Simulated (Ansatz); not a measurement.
Results of BLYP (plane waves, PAW; Ansatz, a program for electronic structure) for zinc-blende HgS (metastable phase).

Run with plane-wave cutoff 520 eV, 10×10×10 k mesh, Fermi–Dirac smearing 0.01 eV, scalar-relativistic PAW data made under PBE.

Results at a series of volumes:

```
V (Å³/atom)  E − E_lowest (meV/atom)  P (GPa)
-----------  -----------------------  -------
27.177                         15.03    2.954
27.755                          6.41    1.849
28.333                          1.54    0.869
28.911                          0.00    0.000
29.490                          1.42   -0.770
30.068                          5.45   -1.453
30.646                         11.81   -2.057
```

Problem. Estimate the bulk modulus from the pressures at 28.333 and 29.490 Å³/atom, and compare it with a fit to all energies.

Solution. B = −V dP/dV. Between V = 28.333 and 29.490 Å³/atom, dP/dV = (-0.770 − (0.869))/(29.490 − 28.333) = -1.42 GPa per Å³/atom; at the midpoint 28.911 Å³/atom this gives B ≈ 41.0 GPa. The third-order Birch–Murnaghan fit gives V0 = 28.912 Å³/atom, B0 = 40.9 GPa, B′ = 5.0, which lies within 1 % of that estimate.

Measured, for comparison: equilibrium volume per atom 24.91 Å³/atom (295 K, no zero-point or thermal correction; as tabulated in Cardona et al. (2009), arXiv:0908.2634). Computed (rounded) less measured: equilibrium volume per atom +16.1 %.

Note: the cell is over a tenth larger than the published one: the level's own overestimate first of all, though another phase or state, or a fault of the published cell, is possible.

Spin–orbit coupling is not included; it can open a gap where bands touch, and shift volumes and moduli.

The computed numbers hold no vibrational or temperature effects.
